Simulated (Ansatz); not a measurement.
Process, species as SMILES: S (H2S) → [SH] (SH) + H atom
B3LYP-D3(BJ)/def2-TZVP geometries, fixed; electronic energies without zero-point terms.
Largest species:
```
S
H 1 1.3426
H 1 1.3426 2 92.55
```
Charge 0, spin multiplicity 1.

Effect of a fitting basis named in the input at MP2/aug-cc-pV(T+d)Z with Ansatz (a quantum-chemistry and plane-wave program), against the last row, where the bond dissociation energy is 93.87 kcal/mol. Cores are frozen. Open shells are unrestricted. The default fits or decomposes integrals by the program's own choice; accuracy: high also tightens integrals, grids and stops.

```
setting                                              largest shift of a total energy (mEh)  shift of the bond dissociation energy (kcal/mol)
---------------------------------------------------  -------------------------------------  ------------------------------------------------
fitting: def2-universal-jkfit and def2-SVP-RIFIT                                    -1.694                                            -0.476
fitting: def2-universal-jkfit and cc-pVDZ-RIFIT                                     -1.493                                            -0.525
fitting: def2-universal-jkfit and cc-pVTZ-RIFIT                                      0.132                                            -0.071
fitting: def2-universal-jkfit and aug-cc-pVTZ-RIFIT                                  0.081                                            -0.024
fitting: def2-universal-jkfit and cc-pVQZ-RIFIT                                      0.100                                            -0.028
fitting: def2-universal-jkfit and aug-cc-pVQZ-RIFIT                                  0.070                                            -0.020
accuracy: high                                                                      -0.001                                             0.000
accuracy: medium (default)                                                           0.000                                             0.000
```

Within 0.1 kcal/mol in the bond dissociation energy: fitting: def2-universal-jkfit and cc-pVTZ-RIFIT; fitting: def2-universal-jkfit and aug-cc-pVTZ-RIFIT; fitting: def2-universal-jkfit and cc-pVQZ-RIFIT; fitting: def2-universal-jkfit and aug-cc-pVQZ-RIFIT; accuracy: high. The largest shift is 1.694 mEh in a total energy and 0.525 kcal/mol in the difference.
